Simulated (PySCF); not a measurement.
# Simulated absorption spectrum

N-methyl propargyl amine, C₄H₇N.
InChI=1S/C4H7N/c1-3-4-5-2/h1,5H,4H2,2H3

Theory: PySCF 2.14.0, density-fitted response routines, TDDFT CAM-B3LYP/def2-SVPD, vertical, gas phase, core orbitals frozen in the response. Geometry: GFN2-xTB, one conformer, isolated molecule. Torsions of this conformer, `[CH:1]#[C:2][CH2:3][NH:4][CH3:5]`: C2–C3–N4–C5 65°.

Computed states:

```csv
state,E (eV),f
S1,6.22,0.014
S2,6.52,0.0008
S3,6.81,0.0052
S4,6.91,0.0048
S5,7.22,0.032
S6,7.35,0.0031
S7,7.41,0.0069
S8,7.61,0.024
```

Each state is given a Gaussian of 0.5 eV full width at half maximum, with ε(max) = 2.175×10⁸ f / Δν̃ (Δν̃ the width in cm⁻¹). The width is an assumption, not a result. The curve ends short of the highest state used, and states not computed would add to its high-energy end.

(1) What does the envelope look like, and where are its maxima?

(2) Does any computed singlet lie in the visible range?

(3) Coming from long wavelengths, where does ε first pass 100 L mol⁻¹ cm⁻¹?

(4) On this curve, what absorbance would a 10⁻⁵ mol/L sample give at 193 nm over a 1 cm path?

Results:

(1) 
λ (nm), ε (L mol⁻¹ cm⁻¹) and a bar:
```
    176.7       1651 ##############################
    178.2       1378 #########################
    179.6       1152 #####################
    181.0        960 #################
    182.4        802 ###############
    183.9        668 ############
    185.3        574 ##########
    186.7        511 #########
    188.1        480 #########
    189.6        482 #########
    191.0        513 #########
    192.4        565 ##########
    193.8        628 ###########
    195.3        694 #############
    196.7        744 ##############
    198.1        772 ##############
    199.5        772 ##############
    201.0        742 #############
    202.4        687 ############
    203.8        614 ###########
    205.2        529 ##########
    206.7        434 ########
    208.1        348 ######
    209.5        271 #####
    210.9        204 ####
    212.4        146 ###
    213.8        104 ##
    215.2         72 #
    216.6         48 #
    218.0         32 #
    219.5         20 
    220.9         12 
    222.3          8 
    223.7          5 
    225.2          3 
    226.6          1
```

Maxima: 199 nm (6.24 eV), ε about 780, made up of S1 (97%) (ε in L mol⁻¹ cm⁻¹; maxima over ε = 5, shares over 10%). At its high-energy end, 7.01 eV, the curve is still rising (ε about 1600, from S3, S4 and S5).

(2) No computed singlet lies in the visible range (380 to 750 nm); the lowest, at 199 nm, stands 2.96 eV above its violet end (3.26 eV).

(3) At about 214 nm (5.80 eV), 0.43 eV below S1.

(4) 193 nm is 6.424 eV, where ε is about 590 L mol⁻¹ cm⁻¹, so A = ε c l ≈ 0.0059 (Beer–Lambert, with the gas-phase spectrum and the assumed width).
